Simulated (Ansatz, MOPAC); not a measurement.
C3HF3 (SMILES C#CC(F)(F)F): methods side by side

C3HF3, singlet, SMILES `C#CC(F)(F)F`. Each level relaxes the structure for itself.

Quantity: the zero-point energy at each level's own minimum, in kJ/mol. The values are calculated.

| level | kind | program | value (kJ/mol) |
| --- | --- | --- | --- |
| PM6 | semi-empirical | MOPAC | 87.7 |
| PM6-D3 | semi-empirical | MOPAC | 87.7 |
| PM6-DH2 | semi-empirical | MOPAC | 87.8 |
| PM6-ORG | semi-empirical | MOPAC | 88.6 |
| HF/STO-3G | Hartree–Fock | Ansatz | 101.2 |
| HF/3-21G | Hartree–Fock | Ansatz | 97.8 |
| HF/6-31G* (Cartesian functions) | Hartree–Fock | Ansatz | 97.3 |
| PBE/def2-SVP | GGA | Ansatz | 85.2 |
| PBE0-D4/def2-TZVP | global hybrid | Ansatz | 88.4 |
| B3LYP/6-31G* (Cartesian functions) | global hybrid | Ansatz | 87.3 |

Harmonic and unscaled. The values span 85.2 to 101.2 kJ/mol.
